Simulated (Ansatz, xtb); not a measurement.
Molecule: C3H8N, net charge 0, doublet state. It need not be the lowest isomer of its formula. SMILES: CN(C)[CH2]
Structure (B3LYP-D3(BJ)/def2-TZVP (Ansatz, a quantum-chemistry and plane-wave program) minimum search):
```xyz
12

N      0.0005     0.0551     0.2183
C      0.0018     1.4267     0.0776
C      1.2189    -0.6517    -0.1159
C     -1.2208    -0.6490    -0.1109
H      0.9345     1.9380     0.2649
H     -0.9291     1.9401     0.2687
H      1.3617    -0.7396    -1.2032
H      1.1929    -1.6551     0.3115
H      2.0748    -0.1202     0.2993
H     -1.3683    -0.7365    -1.1976
H     -2.0739    -0.1156     0.3078
H     -1.1953    -1.6525     0.3164
```
Charge 0, spin multiplicity 2.

Harmonic wavenumbers from GFN2-xTB (xtb, at its own minimum), cm⁻¹: 164, 173, 286, 289, 409, 433, 594, 882, 1009, 1055, 1079, 1110, 1131, 1281, 1372, 1410, 1417, 1454, 1471, 1483, 1484, 1502, 2864, 2869, 2982, 2985, 3032, 3033, 3106, 3150.

Q: Give the harmonic wavenumbers at B3LYP-D3(BJ)/def2-TZVP (Ansatz, finite differences of forces, unscaled).

A: 205, 210, 294, 366, 420, 446, 589, 846, 1051, 1079, 1116, 1132, 1167, 1327, 1395, 1445, 1457, 1480, 1490, 1496, 1497, 1535, 2952, 2958, 3065, 3066, 3110, 3112, 3148, 3259 cm⁻¹. Zero-point energy 66.8 kcal/mol.

Q: From these and the geometry, give the ideal-gas thermochemistry at 298.15 K and 1 atm (rigid rotor, harmonic oscillator).

A: Point group Cs, rotational symmetry number 1. Rotational constants 9.478, 8.909, 4.945 GHz. S(trans) 38.10, S(rot) 24.16, S(vib) 9.45, S(elec, spin only) 1.38, S 73.1 cal/(mol K). H(298) - H(0) 4.15 kcal/mol; G - E(el) 49.1 kcal/mol.
